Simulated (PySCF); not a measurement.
## Computed and reference excited states of `NC=[NH2+]` (streptocyanine-1)

Published values to compare with (the computed states carry no symmetry labels, so the two lists aren't matched line by line):

```json
{"state": "3B2(π→π*)", "E (eV)": "5.52", "f": "", "kind of transition": "vertical absorption", "source": "[1]"}
{"state": "1B2(π→π*)", "E (eV)": "7.13", "f": "0.347", "kind of transition": "vertical absorption", "source": "[1]"}
```

[1] computed, theoretical best estimate (aug-cc-pVTZ, frozen core, CC3 geometry), gas; Veril, Scemama, Caffarel, Lipparini, Boggio-Pasqua, Jacquemin, Loos, WIREs Comput. Mol. Sci. 2021, 11, e1517 (QUESTDB)

Compound: streptocyanine-1, CH₅N₂ (charge +1).
SMILES: `NC=[NH2+]`

Method: PySCF 2.14.0, density-fitted response routines, TDDFT B3LYP/def2-SVPD, vertical, gas phase, core orbitals frozen in the response. Isolated species at its PBE0-D3(BJ)/def2-SVP geometry, gas phase. Torsions of this conformer, `[NH2:1][CH:2]=[NH2+:3]`: H–N1–C2–N3 0°, H–N1–C2–N3 180°.

Computed singlets: 7.57 eV (f 0.342); 8.24 eV (f 0.000); 8.87 eV (f 0.000); 9.21 eV (f 0.024); 9.93 eV (f 0.004); 10.59 eV (f 0.001); 10.72 eV (f 0.000); 10.83 eV (f 0.098); 11.14 eV (f 0.000); 11.63 eV (f 0.000). Computed triplets (Tamm–Dancoff): 5.14, 7.95, 8.02, 8.73 eV.

Q: How does the lowest computed triplet compare with the best estimate listed for the lowest triplet (vertical absorption)?

A: 5.14 eV against 5.52 eV for 3B2(π→π*) [1]: a difference of -0.38 eV. Geometry and basis of the two calculations needn't be the same.

The vertical ionisation energy (ΔSCF) is 16.99 eV, 5.36 eV above S10.
